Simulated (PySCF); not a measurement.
# CH5B: the cost of one run

Computed with PySCF 2.14.0, with density-fitted response routines of our own, on a single molecule in the gas phase. Atoms are numbered from 0 throughout.

## 1. The molecule as given

7 atoms, charge 0, multiplicity 1; geometry from: GFN2-xTB. The atoms were then displaced at random by about 0.01 Å, so the start is not that level's minimum.

Bonds of the start (Å): B0–C1 1.59, B0–H2 1.13, B0–H3 1.20, C1–H4 1.08, C1–H5 1.08, C1–H6 1.08.

## 2. Geometry optimisation at PBE0-D3(BJ)/def2-SVP

Job settings and geometry (Å):

```
{"job": {"xc": "PBE0", "basis": "def2-SVP", "d3": "d3bj", "grid": 1, "shake": 0.01, "kind": "geom"}, "charge": 0, "multiplicity": 1}
B      0.915510     0.071220     0.004110
C     -0.663190    -0.107230    -0.013980
H      1.608280    -0.809490    -0.123570
H      1.363200     1.178210     0.124350
H     -1.095160     0.267290     0.904010
H     -0.993370    -1.124400    -0.143740
H     -1.101310     0.495300    -0.801110
```

Launch:

```
$ OMP_NUM_THREADS=1 python probes_run.py task.json out
```

One launch serves the whole session: the jobs run in the order shown.

Q: Estimate the wall time and peak memory of this first job on 1 thread of Arm Neoverse V2, shared host.

About 2.7 s, with a peak of 0.27 GiB.
